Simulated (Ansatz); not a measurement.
Several settings on one geometry of Si(OH)H3 (SiOH4) (that of the charge 0 singlet, r2SCAN-D4/def2-TZVP). Ansatz on 4 threads of AMD EPYC 9B14 on a shared host; times are rough.

```xyz
6

Si   -0.0642   -0.1210   -0.3708
O    -0.0641   -0.0939    1.2784
H     0.3509    0.6561    1.7113
H     1.3175   -0.1279   -0.9230
H    -0.7770    1.0536   -0.9419
H    -0.7633   -1.3668   -0.7540
```

Totals from different functionals, basis sets or treatments of relativity can't be compared as stabilities.

HSE06 is defined as in plane-wave codes, on full-range PBE exchange. Correlated methods freeze 6 core orbitals.

Scalar relativity in a set contracted without it gives distorted totals.

(1) Give the basis size and estimate the energy, ⟨S²⟩ and time of these runs.

```csv
run,method,charge,state,further keys
1,RKS r2SCAN-D3(BJ)-ATM/cc-pVDZ,0,singlet,scf: {omitted_lower_state_checks: [starts]}; forces asked
2,RKS B97/def2-mTZVP,0,singlet,"point_charges: [{charge: 1.00, position_ang: [5.068, -0.607, 0.965]}]; scf: {omitted_lower_state_checks: [starts]}"
3,RKS revPBE0/def2-TZVP,0,singlet,pseudopotentials: {relativity: scalar}
4,"RKS HSE06, rpa/def2-mTZVPP",0,singlet,"point_charges: [{charge: -1.00, position_ang: [4.583, 0.943, 0.222]}]"
```

Answers

(1) 
```json
{"run": "1", "functions": "52", "energy (Eh)": "-367.0715", "⟨S²⟩": "–", "wall time": "0.45 s"}
{"run": "2", "functions": "58", "energy (Eh)": "-367.1137", "⟨S²⟩": "–", "wall time": "0.45 s"}
{"run": "3", "functions": "92", "energy (Eh)": "-367.6960", "⟨S²⟩": "–", "wall time": "0.3 s"}
{"run": "4", "functions": "71", "energy (Eh)": "-366.6923", "⟨S²⟩": "–", "wall time": "0.5 s"}
```
